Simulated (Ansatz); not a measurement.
**Si₂H₅+ (singlet): the correlation ladder, cc-pVDZ**

An exercise on one series of results from a longer session: the logs are not shown, and one member is left open.

Computed with Ansatz 0.2.0, Gaussian basis. Level: cc-pVDZ, core rule «outside noble gas», up to 10 orbitals frozen.

To be run: UHF; CCSD(T) on RHF; BCCD(T) on RHF; CISD; CCSDT(Q) on RHF.

4 further runs of the same task are left out: 4 set aside as unsound or not needed.

## The system

The geometry is a PBE0/def2-TZVP stationary point (not a proven minimum) of the parent state, kept for this charge and spin.

7 atoms, charge 1, spin multiplicity 1.

Atoms are counted from 1 here; the program's logs count them from 0.

Bond lengths: Si1–Si2 2.326 Å, Si1–H3 1.487 Å, Si1–H4 1.487 Å, Si1–H5 1.490 Å, Si2–H6 1.489 Å, Si2–H7 1.489 Å. Angles: Si2–Si1–H3 109.0°, Si2–Si1–H4 109.0°, Si2–Si1–H5 112.8°, H3–Si1–H4 109.0°, H3–Si1–H5 108.5°, H4–Si1–H5 108.5°, Si1–Si2–H6 114.6°, Si1–Si2–H7 114.6°, H6–Si2–H7 109.9°.

Set-up of the first run:

The input, in.yaml:

```yaml
crystal:
  periodic: [false, false, false]
  atoms:
    - {symbol: Si, position_ang: [-0.030510, 0.000000, 1.138318]}
    - {symbol: Si, position_ang: [0.069566, 0.000000, -1.185054]}
    - {symbol: H, position_ang: [0.662773, -1.210670, 1.652385]}
    - {symbol: H, position_ang: [0.662773, 1.210671, 1.652384]}
    - {symbol: H, position_ang: [-1.427985, 0.000001, 1.655104]}
    - {symbol: H, position_ang: [-0.492916, -1.218619, -1.828798]}
    - {symbol: H, position_ang: [-0.492916, 1.218618, -1.828799]}
basis:
  gaussian: {orbitals: cc-pVDZ}
total_charge: 1
magnetization: {spin_polarized: true, initial_magnetization: 0}
hamiltonian: {xc: hf}
output: {orbitals: {seedname: orbitals}}
```

Started as:

```sh
> ansatz run in.yaml --threads 1 --pin off --events-out ev --progress --plain --max-ram 2816MiB --backend cpu
```

Steps of the session up to this table: UHF; CCSD(T) on RHF; BCCD(T) on RHF; CISD; CCSDT(Q) on RHF.

One table of the session follows, with a row left open; its other results are not shown here.

| method | from RCCSDT(Q) (meV) |
| --- | --- |
| RHF | ? |
| RMP2 | +1492.5 |
| CISD | +749.7 |
| RCCSD | +189.2 |
| RCCSD(T) | +40.0 |
| BCCD(T) | +39.5 |
| RCCSDT | +6.0 |
| RCCSDT(Q) | 0 |

Q: Estimate the row for RHF from the others.

As computed: from RCCSDT(Q) (meV): +6470.5. In the column «from RCCSDT(Q) (meV)» it is the highest.
